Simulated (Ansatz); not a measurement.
Geometry optimisation, RKS B3LYP/def2-SVP in Ansatz.

Input file:

```yaml
crystal:
  periodic: [false, false, false]
  atoms:
    - { symbol: Si, position_ang: [0.0, 0.0, 0.0] }
    - { symbol: H, position_ang: [0.0, 0.0, 1.81] }
    - { symbol: H, position_ang: [1.3768, 0.0, -0.4862] }
    - { symbol: H, position_ang: [-0.6877, 1.1914, -0.4862] }
    - { symbol: H, position_ang: [-0.6877, -1.1914, -0.4862] }
    - { symbol: P, position_ang: [-2.3535, 0.0, 0.782] }
    - { symbol: H, position_ang: [-3.1199, -0.8853, -0.0213] }
    - { symbol: H, position_ang: [-2.4033, -0.4268, 2.1354] }
    - { symbol: H, position_ang: [-0.9491, 0.0, 1.8858] }
basis:
  gaussian: { orbitals: def2-SVP }
hamiltonian:
  xc: b3lyp
relax:
  f_tol: 0.15
  max_steps: 25
  restrain:
    - { distance: [0, 5], at: 2.18, k: 30.0 }
    - { distance: [8, 1], at: 0.66, k: 30.0 }
    - { distance: [0, 1], at: 2.66, k: 30.0 }
    - { distance: [8, 5], at: 2.62, k: 30.0 }
output:
  orbitals: {}
```

Command:

```bash
$ ansatz run input.yaml --threads 1 --pin off --max-ram 2048MiB --backend cpu --events-out ev --progress --plain --runs-dir out
```

Question: Where does it end, and by what steps?

Answer: The forces met the threshold. The restraints hold the end off the free minimum. After 10 steps the energy has fallen by 5.098 eV (the restraints' own energy left out); H9 moved furthest, 1.10 Å. Joined: H2–H9 (0.95 → 0.72 Å).

| step | energy less start (eV) | largest force component (eV/Å) | accepted |
| --- | --- | --- | --- |
| 0 | 0.0000 | 3.056 | yes |
| 1 | -0.8272 | 2.010 | yes |
| 2 | -1.2363 | 5.263 | yes |
| 3 | -2.6078 | 4.608 | yes |
| 4 | -3.6642 | 2.827 | yes |
| 5 | -4.2471 | 2.151 | yes |
| 6 | -4.6213 | 1.729 | yes |
| 7 | -4.8518 | 1.352 | yes |
| 8 | -4.9721 | 1.231 | yes |
| 9 | -5.0675 | 1.194 | yes |
| 10 | -5.0978 | 1.484 | yes |

```xyz
9
Properties=species:S:1:pos:R:3
Si -0.553 -0.078 -0.360
H 0.124 0.154 2.219
H 0.729 0.086 0.380
H -0.642 1.019 -1.371
H -0.498 -1.379 -1.094
P -2.278 0.127 1.006
H -3.224 -0.285 0.010
H -2.149 -1.177 1.576
H -0.334 0.221 2.768
```

The run took 21 s on 1 thread of Arm Neoverse V2, with other jobs on the host, peak memory 0.13 GiB.
